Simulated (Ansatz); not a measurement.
# UCCSDT(Q)/STO-3G run of SiNH4 (SMILES [NH][SiH3])

What is the energy change on altering one bond length of SiNH4 at UCCSDT(Q)/STO-3G? 

Program for the calculation: Ansatz 0.2.0.

46 further runs of the same task are left out: 46 set aside as unsound or not needed.

## Step 1: Starting point

The species is SiNH4 (6 atoms), meant as a doublet with charge 0. SMILES: `[NH][SiH3]`. The shape is that of a PBE0-D4/def2-TZVP optimisation.

Bond lengths: N1–Si2 1.753 Å, N1–H3 1.023 Å, Si2–H4 1.491 Å, Si2–H5 1.491 Å, Si2–H6 1.481 Å. Angles: N1–Si2–H4 110.8°, N1–Si2–H5 109.1°, N1–Si2–H6 109.3°, Si2–N1–H3 111.9°, H4–Si2–H5 108.6°, H4–Si2–H6 109.5°, H5–Si2–H6 109.5°.

## Step 2: A single-point energy at UCCSDT(Q)/STO-3G

Input file run.yaml:

```yaml
crystal:
  periodic: [false, false, false]
  atoms:
    - {symbol: "N", position_ang: [0.592100, -0.835200, 0.909500]}
    - {symbol: Si, position_ang: [-0.203700, 0.347600, -0.110000]}
    - {symbol: H, position_ang: [0.922800, -1.640700, 0.372700]}
    - {symbol: H, position_ang: [-1.310600, -0.282300, -0.885500]}
    - {symbol: H, position_ang: [0.789500, 0.911800, -1.068900]}
    - {symbol: H, position_ang: [-0.748100, 1.434800, 0.736200]}
basis:
  gaussian:
    orbitals: STO-3G
scf:
  omitted_lower_state_checks: [cluster_reference, increment]
accuracy: high
correlation:
  method: ccsdt_q
  frozen_orbitals: {H: 0, "N": 1, Si: 5}
magnetization:
  spin_polarized: true
  initial_magnetization: 1
```

On the command line:

```sh
$ ansatz run run.yaml --threads 1 --pin off --max-ram 2610MiB --events-out events.jsonl --progress --plain --runs-dir runs
```

Output, shortened:

```text
Warning: RAYON_NUM_THREADS=1 ignored (pool sized by the plan → 1); use --threads N
Functional definition: HF
  name "HF"
[...]
314 factors; integrals over basis functions are off by at most 1.1e-8 eV
[...]
mean field -9296.11885246 eV, -341.6260666921 hartree, gradient 6.8e-8 eV, S^2 0.758828; 0 other end points of the search recorded, 0 dependent functions left out
6 core orbitals not correlated: weight in the atoms' cores, before any rotation towards them, 1.000 or more for the frozen orbitals, at most 0.000 for the correlated occupied ones
reference -9296.11885246 eV, -341.6260666921 hartree; 7, 6 occupied and 5, 6 virtual orbitals, 314 factors
second order -1.86492062 eV of doubles, -0.00000000 eV of singles
cycle   1  -2.39752648 eV  change   -5.3e-1 eV  update   6.2e-2
[...]
cycle  27  -2.74228475 eV  change  -8.5e-10 eV  update   1.3e-9
perturbative correction -0.00071943 eV, -0.0000264384 hartree
Total energy: -9298.86185663 eV, -341.7268702363 hartree
Checks for a lower state left out: cluster_reference, increment
```

Wall time 1.1 s (1 thread of Arm Neoverse V1, shared host).

## Step 3: The distorted shape, same level

Input file in.yaml:

```yaml
crystal:
  periodic: [false, false, false]
  atoms:
    - {symbol: N, position_ang: [0.791059, -1.130913, 1.164386]}
    - {symbol: Si, position_ang: [-0.203700, 0.347600, -0.110000]}
    - {symbol: H, position_ang: [1.121759, -1.936413, 0.627586]}
    - {symbol: H, position_ang: [-1.310600, -0.282300, -0.885500]}
    - {symbol: H, position_ang: [0.789500, 0.911800, -1.068900]}
    - {symbol: H, position_ang: [-0.748100, 1.434800, 0.736200]}
basis:
  gaussian:
    orbitals: STO-3G
scf:
  omitted_lower_state_checks: [cluster_reference, increment]
correlation:
  method: ccsdt_q
  frozen_orbitals: {H: 0, "N": 1, Si: 5}
magnetization:
  spin_polarized: true
  initial_magnetization: 1
accuracy: high
```

On the command line:

```sh
$ ansatz run in.yaml --threads 1 --pin off --max-ram 2610MiB --events-out events.jsonl --progress --plain --runs-dir runs
```

Output, shortened:

```text
Warning: RAYON_NUM_THREADS=1 ignored (pool sized by the plan → 1); use --threads N
[... 2 set-up lines as earlier in the session ...]
[...]
308 factors; integrals over basis functions are off by at most 1.1e-8 eV
[...]
mean field -9294.78860285 eV, -341.5771809207 hartree, gradient 4.5e-8 eV, S^2 0.964283; 0 other end points of the search recorded, 0 dependent functions left out
6 core orbitals not correlated: weight in the atoms' cores, before any rotation towards them, 1.000 or more for the frozen orbitals, at most 0.000 for the correlated occupied ones
reference -9294.78860285 eV, -341.5771809207 hartree; 7, 6 occupied and 5, 6 virtual orbitals, 308 factors
second order -1.89246681 eV of doubles, -0.00000000 eV of singles
cycle   1  -2.49950143 eV  change   -6.1e-1 eV  update   7.8e-2
[...]
cycle  32  -3.15471488 eV  change   -1.4e-9 eV  update   1.5e-9
perturbative correction -0.00155471 eV, -0.0000571345 hartree
Total energy: -9297.94487243 eV, -341.6931716886 hartree
Checks for a lower state left out: cluster_reference, increment
```

Wall time 1.1 s (1 thread of Arm Neoverse V1, shared host).

## Step 4: Summary of results

Level: UCCSDT(Q)/STO-3G, 6 core orbitals frozen.

```
                                                          quantity          value
                                         first shape: total energy  -341.72687 Eh
          first shape: correlation energy (6 core orbitals frozen)     -100.8 mEh
                    first shape: ⟨S²⟩ of the reference determinant          0.759
                                        first shape: T1 diagnostic          0.008
                                     distorted shape: total energy  -341.69317 Eh
      distorted shape: correlation energy (6 core orbitals frozen)     -116.0 mEh
                distorted shape: ⟨S²⟩ of the reference determinant          0.964
                                    distorted shape: T1 diagnostic          0.039
energy change with the N1–Si2 bond stretched from 1.753 to 2.191 Å       0.917 eV
```

In words: With the N1–Si2 bond stretched from 1.753 to 2.191 Å the energy rises by 0.92 eV (88.5 kJ/mol). The first shape isn't relaxed at this level, so the change isn't measured from a minimum. The minimal basis adds a large error of its own. ⟨S²⟩ (distorted shape) is 0.96 where a pure doublet has 0.75: the reference is spin-contaminated.
